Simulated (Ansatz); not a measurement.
# CH5AlS, SMILES [AlH2][CH2]S: a rigid scan of one bond length

Computed with the Ansatz DFT code, driven from Python.

`scan.py`
```python
# -*- coding: utf-8 -*-
'''Stretching a bond of CH5AlS, the rest held rigid.'''

import ansatz as az
from ase import Atoms
import numpy as np


def main():
    atoms = Atoms(['Al', 'C', 'S', 'H', 'H', 'H', 'H', 'H'], positions=[
        (-0.8462, 0.6296, -0.6784),
        (0.6343, 0.1906, 0.4906),
        (0.921, -1.5912, 0.3885),
        (-1.6977, -0.5115, -1.2844),
        (-0.6854, 1.8853, -1.7193),
        (0.408, 0.4972, 1.5369),
        (1.567, 0.7439, 0.1548),
        (-0.2088, -1.9009, 1.0554),
    ])
    mol = az.Crystal.molecule_from_ase(atoms)

    symbols = [site.symbol for site in mol.cartesian_sites]
    start = np.array([site.position_ang for site in mol.cartesian_sites])
    axis = (start[3] - start[0]) / np.linalg.norm(start[3] - start[0])
    moving = [3]
    lengths, energies = [1.32, 1.42, 1.55, 1.7, 1.93, 2.32, 2.79, 3.4], []
    for length in lengths:
        xyz = start.copy()
        xyz[moving] += (length - np.linalg.norm(start[3] - start[0])) * axis
        point = az.Crystal.molecule()
        for symbol, xyz in zip(symbols, xyz):
            point = point.atom(symbol, xyz.tolist())
        model = point.calculation()
        model = model.basis(gaussian='cc-pVDZ')
        model = model.correlation('mp2')
        summary = model.run(threads=1, backend='cpu').report
        energies.append(summary['free_energy_ev'])
        print(f'r = {length:6.3f} A  E = {energies[-1]:.5f} eV  <S^2> = {abs(summary["mean_field"]["state"]["spin_squared"]):.3f}')

    print('energy above the lowest point (eV):', [round(e - min(energies), 3) for e in energies])


if __name__ == '__main__':
    main()
```

```console
$ python scan.py
r =  1.320 A  E = -18517.70218 eV  <S^2> = 0.000
r =  1.420 A  E = -18518.16440 eV  <S^2> = 0.000
r =  1.550 A  E = -18518.39396 eV  <S^2> = 0.000
r =  1.700 A  E = -18518.33282 eV  <S^2> = 0.000
r =  1.930 A  E = -18517.88249 eV  <S^2> = 0.000
r =  2.320 A  E = -18516.80250 eV  <S^2> = 0.000
r =  2.790 A  E = -18515.58263 eV  <S^2> = 0.000
r =  3.400 A  E = -18514.45182 eV  <S^2> = 0.000
energy above the lowest point (eV): [0.692, 0.23, 0.0, 0.061, 0.511, 1.591, 2.811, 3.942]
```

The settings weren't tested for convergence. The rest of the molecule is held rigid at a force-field or estimated start geometry, and the basis set is modest; single-reference methods fail as a bond breaks. The orbitals are restricted, so S² is zero by construction. Toward dissociation an unrestricted state can lie under the restricted one, by tenths of an eV for polar bonds under a functional and by 1 to 2 eV or more for others. S² is that of the Hartree-Fock reference. Wall time of the script: 5.8 s on 1 thread of Arm Neoverse V2, with other jobs on the host, peak memory 0.21 GiB.

(A comment or docstring line of the script was reworded after the run, the code is as it ran; lines on the test bed's own set-up are left out of the output.)
